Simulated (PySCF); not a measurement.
## Computed properties of ethane (C₂H₆), SMILES CC

ethane (C₂H₆), SMILES CC. Coordinates come from a r2SCAN-D4/def2-TZVP optimisation. Other conformers were not sampled. All values are computed for the isolated molecule unless a solvent is named; none is compared with measurement here.

**Structure.** The optimised structure has D3d symmetry. All 18 harmonic modes at r2SCAN-D4/def2-TZVP (PySCF) are real, so it is a minimum.

**Vibrations.** The strongest infrared lines (harmonic, unscaled, degenerate partners summed) lie at 3115 cm⁻¹ (132 km/mol, H 91 %, C 9 %), 3033 cm⁻¹ (67 km/mol, H 97 %), 1501 cm⁻¹ (22 km/mol, H 99 %). The softest mode is at 316 cm⁻¹ and the zero-point energy is 46.7 kcal/mol.

**Electronic structure.** ωB97X/def2-TZVPD (PySCF) places the frontier levels at -12.10 and 2.24 eV, a gap of 14.34 eV, and gives a dipole moment of 0.00 D and a mean polarisability of 28.4 bohr³. PBE/def2-TZVPD (PySCF) at the same geometry gives -8.13 and -0.07 eV, so its gap is 6.28 eV narrower. An orbital gap is neither the optical nor the fundamental gap.

**Excitations.** TDDFT-PBE0/def2-TZVPD (PySCF) has S1 at 8.80 eV (141 nm, f = 0.000, dark); the most intense of the 10 singlets computed lies at 10.37 eV (f = 0.22). Strengths of degenerate partners are summed. T1 (TDA) is at 8.53 eV. TDDFT-PBE/def2-TZVPD (PySCF) puts S1 at 8.09 eV. No vertical singlet excitation falls in the visible range (under 3.1 eV).

**NMR.** GIAO shifts at PBE0/pcSseg-2 (PySCF) (non-relativistic, atoms alike by connectivity averaged): ¹³C at 9.5 ppm against TMS; ¹H at 0.9 ppm against TMS.
